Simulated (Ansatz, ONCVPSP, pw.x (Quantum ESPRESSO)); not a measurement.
**pw.x on bcc W: one setting changed**

Potential: optimised norm-conserving Vanderbilt (ONCV), ONCVPSP 4.0.1.1 (patched build), PBE; core [Kr] 4d10 4f14, reference 5s2 5p6 5d4 6s2; waves: 5s+6s: rc 1.90 bohr, ncon 4, nbas 9, qcut 5.6 1/bohr, 2 projectors; 5p: rc 1.60 bohr, ncon 4, nbas 8, qcut 7.9 1/bohr, 2 projectors, debl 1.7 Ha; 5d: rc 2.64 bohr, ncon 4, nbas 8, qcut 7.4 1/bohr, 2 projectors, debl 2.7 Ha; local part: polynomial inside 1.25 bohr (lpopt 5, dvloc0 -1 Ha); core correction: Teter function, fcfact 1.75, rcfact 1.25.

The reference run (k-mesh 14³, cutoffs 65/260 Ry, Fermi–Dirac 0.01 Ry, mixing_beta 0.4, conv_thr 1e-9, no spin) gives -3.32 GPa at 16.130 Å³/atom, where all-electron LAPW gives 0.30 GPa. This run, with its own iteration cap, changes degauss to 0.002.

```
&control
  calculation='scf', prefix='x', pseudo_dir='./', outdir='./tmp', tstress=.true., disk_io='none'
/
&system
  ibrav=0, nat=1, ntyp=1, ecutwfc=65, ecutrho=260, nbnd=15,
  occupations='smearing', smearing='fd', degauss=0.002
/
&electrons
  conv_thr=1e-09, mixing_beta=0.4, electron_maxstep=60
/
ATOMIC_SPECIES
W 1.0 W.UPF
CELL_PARAMETERS angstrom
  -1.59168867 1.59168867 1.59168867
  1.59168867 -1.59168867 1.59168867
  1.59168867 1.59168867 -1.59168867
ATOMIC_POSITIONS crystal
W 0.0000 0.0000 0.0000
K_POINTS automatic
14 14 14 0 0 0
```

```bash
pw.x < W.scf.in > W.scf.out
```

Problem. How does the run end?

Solution. It converges in 8 iterations; the free energy moves by +18.0 meV/atom and the pressure by +0.34 GPa. In a metal, with Fermi–Dirac smearing, F lies below its zero-width value by a term in the square of the width.

```
Message from routine setup:
     using ibrav=0 with symmetry is DISCOURAGED, use correct ibrav instead
     lattice parameter (alat)  =       5.2098  a.u.
     unit-cell volume          =     108.8506 (a.u.)^3
     number of electrons       =        14.00
     number of Kohn-Sham states=           15
     kinetic-energy cutoff     =      65.0000  Ry
     charge density cutoff     =     260.0000  Ry
     scf convergence threshold =      1.0E-09
     Exchange-correlation= PBE
     number of k points=   104  Fermi-Dirac smearing, width (Ry)=  0.0020
     iteration #  1     ecut=    65.00 Ry     beta= 0.40
     total energy              =    -140.45268347 Ry
     estimated scf accuracy    <       0.04088415 Ry
     iteration #  2     ecut=    65.00 Ry     beta= 0.40
     total energy              =    -140.45329625 Ry
     estimated scf accuracy    <       0.00665778 Ry
     iteration #  3     ecut=    65.00 Ry     beta= 0.40
     total energy              =    -140.45415093 Ry
     estimated scf accuracy    <       0.00041704 Ry
     [... 2 iterations left out ...]
     iteration #  6     ecut=    65.00 Ry     beta= 0.40
     total energy              =    -140.45417574 Ry
     estimated scf accuracy    <       0.00000016 Ry
     iteration #  7     ecut=    65.00 Ry     beta= 0.40
     total energy              =    -140.45417578 Ry
     estimated scf accuracy    <       0.00000002 Ry
     iteration #  8     ecut=    65.00 Ry     beta= 0.40
     the Fermi energy is    22.0327 ev
!    total energy              =    -140.45417579 Ry
     estimated scf accuracy    <          7.2E-10 Ry
     smearing contrib. (-TS)   =      -0.00014003 Ry
     The total energy is F=E-TS. E is the sum of the following terms:
     one-electron contribution =     -19.08250978 Ry
     hartree contribution      =      16.66199729 Ry
     xc contribution           =     -19.46238218 Ry
     ewald contribution        =    -118.57114109 Ry
     convergence has been achieved in   8 iterations
          total   stress  (Ry/bohr**3)                   (kbar)     P=      -29.75
     Message from routine punch:
     Nothing written, as per user request (disk_io='none')
```

The run took about 18 s on one core of a shared host (Neoverse-V2, 96 threads, 742 GiB, load 36).
